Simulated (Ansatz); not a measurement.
Worked example: C6H12 → [C6H11]+ + H + e⁻

Species: C6H12 (methylcyclopentane) `CC1CCCC1`, singlet; [C6H11]+ `C[C+]1CCCC1`, singlet; H atom, doublet. 

Shapes, held fixed at every level: PBE0-D4/def2-TZVP. Flexible molecules stand in one conformer, not always the lowest. Programs: Ansatz 0.2.0. Electronic energies: no zero-point or thermal term.

At CCSD(T)/CBS estimate; 1 Eh = 27.2114 eV:

```
 species  energy (Eh)
   C6H12  -235.554961
[C6H11]+  -234.647390
       H    -0.500000
```

**Question.** Work out ΔE of the reaction at this level.

**Answer.** 
1. Products less reactants: (-234.647390) + (-0.500000) − [(-235.554961)] = 0.407571 Eh = +11.09 eV.

Other levels give +9.50 (HF/def2-SVP) to +10.95 eV (MP2/def2-TZVPP). No measured value is set beside it here. Open shells run unrestricted. The CBS estimate extrapolates MP2 from def2-TZVPP and def2-QZVPP and adds CCSD(T) − MP2 in the triple-zeta set, cores frozen. The onset seen in experiment also holds zero-point changes and kinetic shifts. CCSD(T)/CBS estimate lies outside the range of all other levels here, so it shouldn't be taken on trust. The median of the other levels is +10.78 eV.
